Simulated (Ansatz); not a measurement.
```yaml
crystal:
  periodic: [false, false, false]
  atoms:
    - {symbol: C, position_ang: [-0.785757, -0.020846, -0.656413]}
    - {symbol: C, position_ang: [0.418082, 0.177760, 0.169729]}
    - {symbol: O, position_ang: [0.328990, -0.507730, 1.333847]}
    - {symbol: F, position_ang: [1.572626, -0.311789, -0.586851]}
    - {symbol: H, position_ang: [-0.921312, -1.109216, -0.823638]}
    - {symbol: H, position_ang: [-1.594949, 0.363443, -0.129359]}
    - {symbol: H, position_ang: [-0.623810, 0.518501, -1.552946]}
    - {symbol: H, position_ang: [0.606584, 1.269137, 0.376244]}
    - {symbol: H, position_ang: [1.056909, -0.269727, 1.893419]}
basis:
  gaussian: {orbitals: cc-pVTZ-PP, final_grid: {core_spheres: 8, valence_spheres: 7, degree: 23}}
magnetization: {spin_polarized: true, initial_magnetization: 0}
hamiltonian: {xc: {name: PBE0}}
```

```sh
$ ansatz run in.yaml --threads 2 --pin off --events-out ev --progress --plain --max-ram 4352MiB
```

Shortened log:

```
Functional definition: PBE0
Error: <dir> the basis set cc-pVTZ-PP has no functions for C
```

Problem. What is wrong with this run?

Solution. The basis set is misnamed or doesn't suit the job. The program refused the input.
